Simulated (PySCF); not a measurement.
Vibration and rotation of NaF

RHF-CCSD(T) constants of NaF, ¹Σ⁺ (singlet), closed shell (Na def2-SVPD, F def2-SVPD; no relativity (PySCF 2.14); masses 22.9898 and 18.9984 u):

```
ωe           : 517.9 cm⁻¹
ωexe         : 3.34 cm⁻¹
Be           : 0.42355 cm⁻¹
αe           : 0.00439 cm⁻¹
De to Na + F : 4.92 eV
```

Task: What force constant and bond length do these constants imply?

Result: Reduced mass μred = 10.402 u; k = 5.8918×10⁻⁷·μred·ωe² (u, cm⁻¹, mdyn/Å) = 1.64 mdyn/Å; Re = √(16.8576/(μred·Be)) (u, cm⁻¹, Å) = 1.956 Å.

Task: Estimate the centrifugal constant D from the Kratzer relation and find the Dunham coefficient a1.

Result: D = 4Be³/ωe² = 1.13e-06 cm⁻¹; a1 = −1 − αeωe/(6Be²) = -3.11.

Correlated steps freeze 2 core orbitals. Correlated levels converge slowly with the basis: in double zeta they bind strong bonds too weakly, by up to about 1 eV, and carry superposition errors of some tenths. Where the molecule has an RHF reference, its open-shell atoms are computed with UHF.
